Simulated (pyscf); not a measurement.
PySCF, gas phase, ωB97X-D3(BJ)/def2-SVP geometries.

### Question
HO–Sb(OH)–OH + H₂ → HO–SbH–OH + H₂O
Surface: singlet. Broken: O–Sb, H–H. Formed: H–Sb, H–O. Give ΔE‡ and ΔE from PBE0-D3(BJ)/def2-TZVP, relative to the separated reactants.

### Answer
ΔE‡ = 1.49 eV, ΔE = +0.37 eV. ωB97M-D3(BJ)/def2-TZVP gives 1.65 eV and +0.41 eV. Zero-point energy shifts the barrier by +0.12 eV. It is a four-centre exchange, with an imaginary mode of 1196i cm⁻¹. At the saddle there is also a short H–Sb contact that neither side keeps. This is the saddle that the search found; another between the same sides may lie lower. Elements past Kr carry the def2 core potentials, without spin-orbit coupling.
